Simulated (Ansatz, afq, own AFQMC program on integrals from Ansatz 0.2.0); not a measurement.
Integrals from Ansatz 0.2.0, then the random walk in our own AFQMC program (afq).

```yaml
crystal:
  periodic: [false, false, false]
  atoms:
    - {symbol: B, position_ang: [0.000000, 0.000000, 0.114060]}
    - {symbol: B, position_ang: [0.000000, 0.000000, -1.406367]}
    - {symbol: H, position_ang: [0.000000, 0.000000, 1.292307]}
basis:
  gaussian: {orbitals: 6-31G}
magnetization: {spin_polarized: true, initial_magnetization: 3}
correlation: {method: ccsd_t, electrons: outside_noble_gas, hamiltonian_folder: ham}
```

```sh
$ ansatz run in.yaml --threads 1 --pin off --events-out ev --progress --plain --max-ram 16896MiB --backend cuda --devices 0, --max-vram 18GiB
```

Options of the walk:

```
--method phaseless --trial cisd --walkers 4000 --populations 20 --least-time 60 --time-step 0.005 --steps-per-block 50 --equilibration-blocks 28 --max-blocks 4000 --target-error 0.00016 --factor-cut 1e-05 --start spin_pure --seed 9392 --release-times 0.24,0.51,0.99,1.62,2.4 --release-step 0.03 --release-every 3 --taylor-order 6
```

Times are imaginary, in 1/Eh. The walk had a cap of 122 s. With eight or more populations the least sampling time is a fifth of least-time, and the error comes from their spread.

afq prints:

```
orbitals 18  electrons 5 2  factors 110 of 284
reference energy -49.77901530 Eh
CCSD correlation -0.08388585 Eh in 11 cycles, weight of the determinant in the CISD state 0.9335
energy of the start -49.862875 Eh
 block  time / (1/Eh)  mean weight  energy / Eh
     1     0.250  0.9999  -49.862561
     2     0.500  1.0000  -49.862868
     3     0.750  1.0001  -49.863457
     4     1.000  1.0000  -49.863806
     5     1.250  1.0000  -49.864239
    12     3.000  1.0001  -49.865512
    19     4.750  1.0000  -49.865307
    26     6.500  1.0000  -49.865420
    33     8.250  1.0001  -49.865222
    40    10.000  1.0001  -49.864847
    47    11.750  1.0000  -49.865341
    54    13.500  1.0001  -49.865540
    57    14.250  1.0001  -49.866474
    61    15.250  1.0000  -49.865270
    68    17.000  1.0001  -49.865568
    75    18.750  0.9999  -49.865380
    78    19.500  1.0000  -49.865068
error from the spread of 20 populations
released: time / (1/Eh)  energy / Eh  error  mean overlap
  0.24  -49.865391  0.000045  1.0019
  0.51  -49.865367  0.000036  1.0049
  0.99  -49.865485  0.000035  1.0079
  1.62  -49.865584  0.000036  1.0101
  2.40  -49.865567  0.000046  1.0136
energy -49.865349 +/- 0.000060 Eh
(rows thinned)
```

The run passed its tests (sampling time, drift between the halves within three errors, error under three times the target), which doesn't prove that it has relaxed.

Against this walk (error 1.6 meV) on the same determinant: CCSD(T) 13.9 meV higher, CCSDT(Q) 7.9 meV lower, CCSDTQ 9.1 meV lower, full CI 9.3 meV lower. The error is statistical and leaves out the bias of the constraint. Released to 2.40 1/Eh the energy lies 5.9 ± 2.1 meV (both errors) below the phaseless value, which shows part or all of the bias of the constraint, and full CI lies 3.4 meV below the released value. Full CI is exact here, so the walk's 9 meV above it is the walk's own error: the bias of the constraint with this trial.

Cautions: constraint bias not in the error; lower spins were not checked.

The walk took 27 s on 1 × NVIDIA H100 80GB HBM3 with 2 threads of AMD EPYC 7R13 Processor (Zen 3), with other jobs on the host (the card was shared). The log's last line is the phaseless energy.

CCSDT and higher add their correlation energy to the determinant of the CCSD(T) run, since their own runs factorise the integrals more tightly (a shift of under 2 meV). A walk keeps the symmetry of its determinant, which the program's search chose and which needn't be the lowest solution, so a lower state of the same spin and another symmetry isn't excluded.
